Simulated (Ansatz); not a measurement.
A calculation on GeSe (Pnma, No. 62) returned cohesive energy 3.40 eV/atom, band gap 0.88 eV.

Problem. Which level of theory produced these numbers?
(A) LDA (Ansatz, an electronic-structure program)
(B) PBEsol (Ansatz)
(C) HSE06 (Ansatz)
(D) PBE (Ansatz)

Solution. D, PBE (Ansatz)

The others give: HSE06 3.26 eV/atom, 1.38 eV; PBEsol 3.81 eV/atom, 0.38 eV; LDA 4.28 eV/atom, 0.28 eV.

Unless a cell is named, each level is at its own relaxed cell (HSE06 24.22, LDA 21.37, PBE 24.60, PBEsol 22.02 Å³/atom).

Spin–orbit coupling is included only where a level's name says +SOC; with heavier elements it mostly lowers gaps and can invert bands. Density-functional gaps are differences of (generalised) Kohn–Sham levels.

Caveats: LDA has no dispersion term either, though it tends to give short spacings of layers, chains or molecules (LDA); for a layered or molecular solid the relaxed cell lies over 5 % above the published volume, where the minimum can be shallow (PBE); the cell comes from a level without a dispersion term, which matters for the spacing of layers, chains or molecules (HSE06, PBEsol, PBE). Ansatz's density-functional and Hartree–Fock values are scalar-relativistic unless marked +SOC, with PAW data made under PBE.
